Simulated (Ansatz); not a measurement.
The cluster C3H2. The state is a quintet with charge 0. Geometry r2SCAN-D4/def2-TZVP; atoms count from 1.

```csv
atom,x (Å),y (Å),z (Å)
C1,-0.599,-0.077,0.455
C2,0.739,0.076,-0.141
C3,-0.466,0.004,-1.047
H4,1.376,-0.819,-0.177
H5,-1.050,0.817,0.909
```

At PBE0-D4/def2-TZVP a singlet of charge 0 lies 5.80 eV below the quintet, each at its own geometry. The structure comes from a short search, and lower isomers may exist.

**Question.** Estimate the Mulliken populations from the PBE0/def2-TZVP orbitals of Ansatz.

**Answer.** 
```
atom  charge (e)  spin (α − β)
  C1       -0.11          0.98
  C2       -0.11          0.98
  C3       -0.08          1.93
  H4        0.15          0.06
  H5        0.15          0.06
```
Mulliken values depend strongly on the basis.

**Question.** Where does the spin sit?

**Answer.** Summed by element: C 3.88, H 0.12, of 4 unpaired in all. Largest on single atoms: C3 1.93, C1 0.98, C2 0.98.

**Question.** And the Mayer bond orders between heavy atoms (over 0.3)?

**Answer.** C1–C2 1.11 (1.47 Å); C1–C3 1.04 (1.51 Å); C2–C3 1.04 (1.51 Å).
